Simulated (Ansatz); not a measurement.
# One shape, several levels: [SiH3]+ (SMILES [SiH3+])

Wanted: a comparison of 6 runs (HF/6-31G*, BLYP/3-21G, wB97X/3-21G, BLYP/6-31G*, RPA@PBE/3-21G, CCSDT(Q)/6-31G*) of [SiH3]+. 

The results are computed with Ansatz 0.2.0.

2 further runs of the same task are left out: 2 that didn't finish.

**1. The molecule**

The species is [SiH3]+ (4 atoms), meant as a singlet with charge +1. SMILES: `[SiH3+]`. The H3–Si1 distance was set to 2.944 Å, away from the relaxed value. At this shape a bond of the SMILES string is far longer than usual.

Bond lengths: Si1–H2 1.472 Å, Si1–H4 1.472 Å. Angles: H2–Si1–H4 120.0°.

**2. The energy at HF/6-31G(d) (spherical functions) (run 1)**

job.yaml reads:

```yaml
crystal:
  periodic: [false, false, false]
  atoms:
    - {symbol: Si, position_ang: [0.118400, 1.467194, 0.009900]}
    - {symbol: H, position_ang: [0.805300, 2.142594, 1.122900]}
    - {symbol: H, position_ang: [-0.118400, -1.467200, -0.009900]}
    - {symbol: H, position_ang: [-0.450100, 2.258894, -1.093200]}
basis:
  gaussian:
    orbitals: 6-31G_st_-spherical.json
total_charge: 1
hamiltonian:
  xc: hf
accuracy: high
```

The basis set 6-31G* is read from a file made from the Basis Set Exchange's data (not shown).

Run with:

```bash
$ ansatz run job.yaml --threads 1 --pin off --max-ram 2610MiB --events-out events.jsonl --progress --plain --runs-dir runs
```

The program printed:

```text
Warning: RAYON_NUM_THREADS=1 ignored (pool sized by the plan → 1); use --threads N
Functional definition: HF
  name "HF"
  exchange = exact_x
  correlation = 0
445 factors; integrals over basis functions are off by at most 3.6e-9 eV
mean field evaluation 1: about -7894.4039 eV, gradient 8.8e0 eV
mean field evaluation 2: about -7894.4065 eV, gradient 8.8e0 eV
mean field evaluation 4: about -7895.2033 eV, gradient 1.0e0 eV
mean field evaluation 8: about -7895.2125 eV, gradient 2.8e-4 eV
mean field -7895.21254781 eV, -290.1437095647 hartree, gradient 2.7e-8 eV, S^2 0.000000; 0 other end points of the search recorded, 0 dependent functions left out
reference -7895.21254781 eV, -290.1437095647 hartree; 8, 8 occupied and 16, 16 virtual orbitals, 445 factors
Total energy: -7895.21254781 eV, -290.1437095647 hartree
```

It took 0.16 s on 1 thread of Arm Neoverse V1, shared host.

**3. A single-point energy at BLYP/3-21G (run 2)**

molecule.yaml reads:

```yaml
crystal:
  periodic: [false, false, false]
  atoms:
    - symbol: Si
      position_ang: [0.118400, 1.467194, 0.009900]
    - symbol: H
      position_ang: [0.805300, 2.142594, 1.122900]
    - symbol: H
      position_ang: [-0.118400, -1.467200, -0.009900]
    - symbol: H
      position_ang: [-0.450100, 2.258894, -1.093200]
basis:
  gaussian: {orbitals: 3-21G.json}
total_charge: 1
hamiltonian: {xc: {name: BLYP}}
accuracy: high
```

The basis set 3-21G is read from a file made from the Basis Set Exchange's data (not shown).

Run with:

```bash
$ ansatz run molecule.yaml --threads 1 --pin off --max-ram 2610MiB --events-out events.jsonl --progress --plain --runs-dir runs
```

The program printed:

```text
Warning: RAYON_NUM_THREADS=1 ignored (pool sized by the plan → 1); use --threads N
Functional definition: BLYP
  name "BLYP"
  parameter beta = 0.0042
  parameter a = 0.04918
  parameter b = 0.132
  parameter c = 0.2533
  parameter d = 0.349
  exchange = b88_x(beta = beta)
  correlation = lyp_c(a = a, b = b, c = c, d = d)
368 factors; integrals over basis functions are off by at most 3.4e-9 eV
mean field evaluation 1: about -7866.5541 eV, gradient 1.9e1 eV
mean field evaluation 2: about -7857.4863 eV, gradient 3.5e1 eV
mean field evaluation 4: about -7870.4352 eV, gradient 5.6e0 eV
mean field evaluation 8: about -7870.6417 eV, gradient 2.0e-1 eV
mean field evaluation 16: about -7870.6420 eV, gradient 1.8e-6 eV
mean field -7870.64204481 eV, -289.2407602341 hartree, gradient 6.6e-8 eV, S^2 0.000000; 0 other end points of the search recorded, 0 dependent functions left out
reference -7870.64208601 eV, -289.2407617481 hartree; 8, 8 occupied and 11, 11 virtual orbitals, 368 factors
Total energy: -7870.64208601 eV, -289.2407617481 hartree
```

It took 0.62 s on 1 thread of Arm Neoverse V1, shared host.

Runs 3 to 5 aren't shown in full; the table further down has their settings and results.

**4. The energy at CCSDT(Q)/6-31G(d) (spherical functions) (run 6)**

run.yaml reads:

```yaml
crystal:
  periodic: [false, false, false]
  atoms:
    - {symbol: Si, position_ang: [0.118400, 1.467194, 0.009900]}
    - {symbol: H, position_ang: [0.805300, 2.142594, 1.122900]}
    - {symbol: H, position_ang: [-0.118400, -1.467200, -0.009900]}
    - {symbol: H, position_ang: [-0.450100, 2.258894, -1.093200]}
basis:
  gaussian: {orbitals: 6-31G_st_-spherical.json}
total_charge: 1
correlation: {method: ccsdt_q, frozen_orbitals: {H: 0, Si: 5}}
accuracy: high
scf: {omitted_lower_state_checks: [cluster_reference, increment]}
```

The basis set 6-31G* is read from a file made from the Basis Set Exchange's data (not shown).

Run with:

```bash
$ ansatz run run.yaml --threads 1 --pin off --max-ram 2610MiB --events-out events.jsonl --progress --plain --runs-dir runs
```

The program printed, shortened:

```text
Warning: RAYON_NUM_THREADS=1 ignored (pool sized by the plan → 1); use --threads N
[... 2 set-up lines as earlier in the session ...]
[...]
445 factors; integrals over basis functions are off by at most 3.6e-9 eV
[...]
mean field -7895.21254781 eV, -290.1437095647 hartree, gradient 2.7e-8 eV, S^2 0.000000; 0 other end points of the search recorded, 0 dependent functions left out; unrestricted orbitals would lower it
5 core orbitals not correlated: weight in the atoms' cores, before any rotation towards them, 1.000 or more for the frozen orbitals, at most 0.000 for the correlated occupied ones
reference -7895.21254781 eV, -290.1437095647 hartree; 3, 3 occupied and 16, 16 virtual orbitals, 445 factors
second order -2.44102957 eV of doubles, -0.00000000 eV of singles
cycle   1  -2.85615189 eV  change   -7.4e-1 eV  update   1.2e-1
[...]
cycle  29  -3.95831485 eV  change  -1.6e-10 eV  update  3.0e-10
perturbative correction -0.00890626 eV, -0.0003272991 hartree
WARN: these amplitudes may be one of several solutions (largest doubles amplitude 0.53, level shift 2.48 eV)
Total energy: -7899.17976892 eV, -290.2895022516 hartree
Checks for a lower state left out: cluster_reference, increment
```

Run time: 0.58 s. Hardware: 1 thread of Arm Neoverse V1, shared host.

**5. Overview of the runs**

```
run                                  level  frozen core orbitals  energy (Eh)  wall time
  1        HF/6-31G* (spherical functions)                     –  -290.143710     0.16 s
  2                             BLYP/3-21G                     –  -289.240762     0.62 s
  3                            wB97X/3-21G                     –  -289.208984      3.3 s
  4      BLYP/6-31G* (spherical functions)                     –  -290.766040     0.89 s
  5                          RPA@PBE/3-21G                     5  -288.791022      1.1 s
  6  CCSDT(Q)/6-31G* (spherical functions)                     5  -290.289502     0.58 s
```

**6. Summary of results**

```
                                          quantity          value
                               run 6: total energy  -290.28950 Eh
run 6: correlation energy (5 core orbitals frozen)     -145.8 mEh
                              run 6: T1 diagnostic          0.051
```

What this shows: Totals of different functionals can't be ranked against each other. In runs 5, 6 the log says that unrestricted orbitals would lower the reference, so the values rest on an unstable closed-shell determinant (other closed-shell runs at this shape may share the fault). All runs together took 6.7 s, the longest 3.3 s.
